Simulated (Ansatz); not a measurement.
## A reaction path, image by image

AlH$_{5}$S, closed shell, from a complex of AlH₃S ([AlH2][SH]) + H₂ to AlH₅S ([AlH3][SH2]); PBE0-D4/def2-SVP (Ansatz 0.2.0). Settings:

```yaml
hamiltonian: {xc: pbe0, dispersion: d4}
neb:
  images: 5
  climbing: true
  max_iterations: 40
  initial_path: idpp
```

First end:

Al1  (-0.511, 0.371, -0.429)
S2  (1.582, 0.428, -1.076)
H3  (-1.498, -0.473, -1.327)
H4  (-0.969, 1.289, 0.774)
H5  (0.054, -1.509, 0.915)
H6  (-0.614, -1.371, 1.236)
H7  (1.956, 1.265, -0.093)
(Å)

Second end:

```json
{"atom": "Al1", "x (Å)": "-1.0714", "y (Å)": "0.1868", "z (Å)": "0.0933"}
{"atom": "S2", "x (Å)": "1.3604", "y (Å)": "0.0965", "z (Å)": "-0.6168"}
{"atom": "H3", "x (Å)": "-1.6441", "y (Å)": "-0.4690", "z (Å)": "-1.2437"}
{"atom": "H4", "x (Å)": "-1.1201", "y (Å)": "1.7724", "z (Å)": "0.2631"}
{"atom": "H5", "x (Å)": "1.5418", "y (Å)": "-1.2287", "z (Å)": "-0.4831"}
{"atom": "H6", "x (Å)": "-0.9768", "y (Å)": "-0.7176", "z (Å)": "1.4056"}
{"atom": "H7", "x (Å)": "1.9104", "y (Å)": "0.3594", "z (Å)": "0.5813"}
```

The ends were relaxed with PBE0-D4 in triple zeta, so they are not quite minima here (largest force components 0.39 and 0.22 eV/Å).

Energies along the converged band: It took 11 iterations. Path lengths are measured after rigid turns and shifts between images are taken out.
```tsv
image	path length (Å)	energy (kJ/mol)
0	0.00	0.0
1	0.56	2.5
2	1.12	29.0
3 (climbing)	1.68	86.7
4	2.38	58.6
5	3.07	43.5
6	3.76	42.2
```
Energies count from the first end.

The images between the ends:
Image 1:
```xyz
7
angstrom
Al -0.6115 0.3383 -0.3869
S 1.5020 0.3958 -1.0282
H -1.5912 -0.5205 -1.2868
H -1.0991 1.2917 0.7827
H 0.2870 -1.2333 0.7612
H -0.4030 -1.3418 1.0892
H 1.9160 1.0698 0.0685
```

Image 2:
```xyz
7
angstrom
Al -0.7063 0.2699 -0.3016
S 1.4823 0.2183 -0.8920
H -1.6501 -0.5472 -1.2756
H -1.1852 1.3832 0.7229
H 0.4211 -1.0142 0.5594
H -0.2568 -1.1896 0.9725
H 1.8952 0.8796 0.2143
```

Image 3:
```xyz
7
angstrom
Al -0.8683 0.1443 -0.1287
S 1.4861 -0.0162 -0.7222
H -1.6648 -0.5126 -1.3286
H -1.1743 1.4921 0.6457
H 0.6505 -0.8511 0.3443
H -0.3375 -1.0763 0.9356
H 1.9086 0.8199 0.2538
```

Image 4:
```xyz
7
angstrom
Al -1.0264 0.0934 -0.0049
S 1.4711 -0.0406 -0.7109
H -1.7079 -0.3980 -1.3575
H -1.1468 1.5836 0.5469
H 1.1489 -0.9861 0.2138
H -0.6683 -1.0536 1.0696
H 1.9294 0.8012 0.2429
```

Image 5:
```xyz
7
angstrom
Al -1.0953 0.1199 0.0622
S 1.3780 0.0019 -0.6912
H -1.7492 -0.3627 -1.3121
H -1.1041 1.6719 0.4445
H 1.5947 -1.1839 -0.0809
H -0.9284 -0.9514 1.2406
H 1.9044 0.7041 0.3368
```

The band counts as converged below 0.05 eV/Å. Hardware: 2 CPU threads of an Arm Neoverse V2, shared host. Wall time about 57 s.
